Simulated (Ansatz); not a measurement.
Cohesive energy (eV/atom) of 21 elemental metals, computed with r²SCAN (Ansatz, a quantum-chemistry and plane-wave program, PAW) and with HSE06 (PAW; Ansatz). The set holds measured phases with no doubt noted on the run or the magnetic state but for the caveats below. 23 more of the class have both values but aren't in it, for one of these reasons: built or high-temperature cells, doubts on the run or the magnetic state, unlike cells, values of zero, layered or molecular crystals. Solids without a value at one level (not run, failed, or a magnetic order lost), or held back for tests, aren't counted.

All rows, in order of the shift (worked out from unrounded values):

```tsv
solid	r²SCAN	HSE06	shift (eV/atom)
fcc Cu	3.89	3.08	-0.81
fcc Au	3.43	2.92	-0.51
fcc Ag	2.87	2.38	-0.49
hcp Lu	4.30	4.00	-0.30
hcp Zn	1.47	1.18	-0.29
fcc Ca	2.08	1.81	-0.28
bcc Ba	2.04	1.77	-0.27
fcc Sr	1.79	1.57	-0.22
hcp Cd	1.07	0.87	-0.20
α-phase Ga	2.84	2.64	-0.20
hcp Mg	1.71	1.52	-0.19
fcc Al	3.59	3.42	-0.17
hcp Tl	2.09	1.97	-0.11
hcp Be	3.80	3.70	-0.10
body-centred tetragonal In	2.40	2.32	-0.08
bcc Na	1.08	1.04	-0.03
fcc Pb	2.82	2.79	-0.03
bcc Li	1.58	1.55	-0.02
bcc K	0.85	0.84	-0.01
bcc Rb	0.75	0.75	0.00
bcc Cs	0.68	0.69	+0.01
```

The shift from r²SCAN to HSE06 has a median of -0.19 eV/atom, and eight in ten lie between -0.49 eV/atom and -0.01 eV/atom; HSE06 is the larger in 1 of 21.

Ansatz's runs of these crystals have no spin polarisation.

Spin–orbit coupling is left out, also for the solids with elements from indium on (body-centred tetragonal In, bcc Ba, hcp Tl, bcc Cs, fcc Pb, hcp Lu, fcc Au); its size isn't shown.

Free atoms are spin-polarised, in the lowest state found; at levels without +SOC their spin–orbit coupling is left out. Each level is taken at its own relaxed cell. Ansatz's density-functional and Hartree–Fock values are scalar-relativistic unless marked +SOC, with PAW data made under PBE.
